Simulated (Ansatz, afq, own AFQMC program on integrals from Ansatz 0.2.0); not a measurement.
**GeH3, doublet in 6-31G, levels against full CI**

```xyz
4

Ge    0.0001    0.0000   -0.0278
H     2.1726    0.0250    0.6712
H    -1.1097    1.8702    0.6650
H    -1.0665   -1.8949    0.6656
```

Basis 6-31G. Noble-gas cores (and the filled d shells of Ga–Kr and In–Xe) are frozen. Integrals, coupled cluster, full CI and functionals: Ansatz 0.2.0; the random walks run on the same integrals in our own AFQMC program. The CISD trial takes its coefficients from CCSD amplitudes. Released means that phaseless walkers are propagated on without the constraint, phases kept. Uncertainties: one standard error, sampling alone. No spin–orbit coupling.

Determinant: UHF, the one that the program's search chose, which needn't be the lowest solution. The geometry is a point of a scan.

Full CI on the same integrals is exact in this basis and with this determinant's frozen core.

Cautions: no relativity below Rb; no spin-orbit coupling; inner d shell frozen; strong correlation (T1 0.119, weight of the determinant 0.66, largest double 0.13); unrestricted determinant spin contaminated (⟨S²⟩ 1.50 against 0.75); CCSD(T) is in doubt: in a space of 7 electrons in 8 natural orbitals full CI lies 95 meV below it; the released energies are still falling, so no released level is given (meV from the phaseless value at times in 1/Eh: -10 ± 4 at 0.24, -18 ± 3 at 0.51, -28 ± 3 at 0.99, -33 ± 3 at 1.62, -41 ± 3 at 2.40); the ph-AFQMC/CISD walk drifts between its halves (2.2 errors).

* T1 diagnostic: 0.1189
* weight of the determinant in the CISD state: 0.660
* ⟨S²⟩ of the determinant: 1.499
* size of the correlated space: 7 electrons in 21 orbitals

```csv
level,correlation energy (eV)
MP2,-1.0739
CCSD,-2.5222
CCSD(T),-2.6018
```

(1) Estimate where full CI lies against CCSD(T) on the same integrals.

(1) 3.78 mEh below CCSD(T).

Reference: full CI, correlation energy -2.705 eV. The cautions show a poor starting determinant, so the rows tell how each method copes with it here, and full CI is the sure value.

```json
{"level": "CCSD(T)", "E − E(reference) (mEh)": "3.78", "share of correlation (%)": "96.20"}
{"level": "CCSDT", "E − E(reference) (mEh)": "0.68", "share of correlation (%)": "99.31"}
{"level": "CCSDT(Q)", "E − E(reference) (mEh)": "0.33", "share of correlation (%)": "99.67"}
{"level": "CCSDTQ", "E − E(reference) (mEh)": "0.06", "share of correlation (%)": "99.94"}
{"level": "ph-AFQMC/CISD", "E − E(reference) (mEh)": "3.01 ± 0.14", "share of correlation (%)": "96.97"}
```

CCSDT and higher add their correlation energy to the determinant of the CCSD(T) run, since their own runs factorise the integrals more tightly (a shift of under 2 meV). A walk keeps the symmetry of its determinant, which the program's search chose and which needn't be the lowest solution, so a lower state of the same spin and another symmetry isn't excluded.
